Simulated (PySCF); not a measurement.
Molecule: dimethylphosphine (SMILES CPC).

Mapped SMILES: `[CH3:1][PH:2][CH3:3]`. Hydrogens are named by the atom that carries them.

Geometry PBE0-D3(BJ)/def2-SVP throughout; GIAO in PySCF 2.14.0 with density-fitted response routines, gas phase, one conformer, non-relativistic; equivalent atoms averaged; functional PBE0.

Q: How do the shifts δ (against TMS, H3PO4 at the same level) depend on the basis set? (ppm; last column core-seconds on 1 thread of an Arm Neoverse V1, shared host)

A: 
```
    basis set  functions  C1/C3      P2  H(P2)  H(C1)/H(C3)  core-s
       STO-3G         26   12.6   -53.3   0.89         0.37     1.5
        6-31G         45    9.7  -153.1   3.03         1.11     2.9
       6-31G*         60    9.4  -102.0   3.60         1.01     3.5
     def2-SVP         81    9.1  -107.7   3.16         0.88     4.1
6-311+G(2d,p)        131   10.2  -120.2   3.58         1.08     8.8
    def2-TZVP        141   10.1  -120.1   3.57         1.03      10
```

Q: Which nucleus moves most, in ppm?

A: P2 (phosphorus bonded to 2 C, H): from -153.1 ppm with 6-31G to -53.3 ppm with STO-3G. The smallest spread is 0.74 ppm, at H(C1)/H(C3). Proton shifts span only some 12 ppm, so a few tenths of a ppm matter as much there as several ppm in carbon.

Q: Taking the largest basis, def2-TZVP (141 functions), as the yardstick, rank the others by their worst heavy-atom deviation.

A: 6-311+G(2d,p) 0.2 ppm (131 functions), def2-SVP 12.4 ppm (81 functions), 6-31G* 18.0 ppm (60 functions), 6-31G 33.0 ppm (45 functions), STO-3G 66.8 ppm (26 functions).

A small basis that lands close on one nucleus may do so by chance; judge by the trend and by all nuclei.
